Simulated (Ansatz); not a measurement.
A nudged elastic band was laid between two geometries of CH₄SSi (7 atoms, charge 0, multiplicity 1).

The calculation used RKS PBE/def2-mTZVP (Ansatz 0.2.0).

```yaml
movable_images: 7
climbing_image: yes
spring: 5.0 eV/Å²
optimiser: quadratic models (default)
start_path: through a guess of the saddle point
force_threshold: 0.05 eV/Å
iteration_limit: 60
end_points: relaxed
```

Initial state:

```xyz
7
Properties=species:S:1:pos:R:3
Si -0.696 0.276 -0.280
C 0.993 -0.310 0.352
S 1.344 -1.843 0.813
H -1.658 -0.863 -0.298
H -0.525 0.849 -1.656
H -1.190 1.375 0.614
H 1.793 0.448 0.409
```

Final state:

```xyz
7
Properties=species:S:1:pos:R:3
Si -0.923 0.271 -0.380
C 0.761 -0.553 -0.247
S 1.618 -0.216 1.121
H -1.898 -0.854 -0.546
H -0.873 1.059 -1.654
H -1.418 1.175 0.721
H 2.794 -0.950 0.939
```

**Question.** What changes between the two ends?

**Answer.** Bonds broken: C2–H7. Bonds formed: S3–H7.

**Question.** What energy profile does the band end with?

**Answer.** It converged. The highest image is number 4 of 0 to 8, 315.5 kJ/mol above the first end and 126.7 kJ/mol above the last; the last end lies 188.8 kJ/mol above the first. Neighbouring images differ by up to 3.1 eV, so the band resolves the path poorly. A vibrational analysis at the climbing image gives one clearly imaginary mode, 1593i cm⁻¹: a first-order saddle point. The orbitals stay closed-shell, which can raise the energy where a bond breaks towards radicals; this wasn't checked here.

```tsv
image	path coordinate (Å)	energy (kJ/mol)	C2–H7 (Å)	S3–H7 (Å)
0	0.00	0.0	1.10	2.37
1	0.96	1.3	1.10	2.37
2	1.91	1.2	1.10	2.37
3	2.87	14.1	1.10	2.24
4	3.83	315.5	1.54	1.44
5	4.10	275.3	1.83	1.35
6	4.37	217.6	2.10	1.36
7	4.63	191.7	2.32	1.39
8	4.90	188.8	2.39	1.40
```

**Question.** What is the geometry of the highest image?

**Answer.** 
```xyz
7
Properties=species:S:1:pos:R:3
Si -0.848 0.281 -0.350
C 0.886 -0.410 -0.058
S 1.658 -0.356 1.496
H -1.669 -0.856 -0.879
H -0.712 1.313 -1.427
H -1.534 0.886 0.849
H 2.280 -0.927 0.325
```

The band took 22 iterations and of the order of 100 core-seconds.

Time of the run: 51 s on 2 threads of AMD EPYC 9R45 96-Core Processor (Zen 5), on a shared host, peak memory 0.17 GiB.
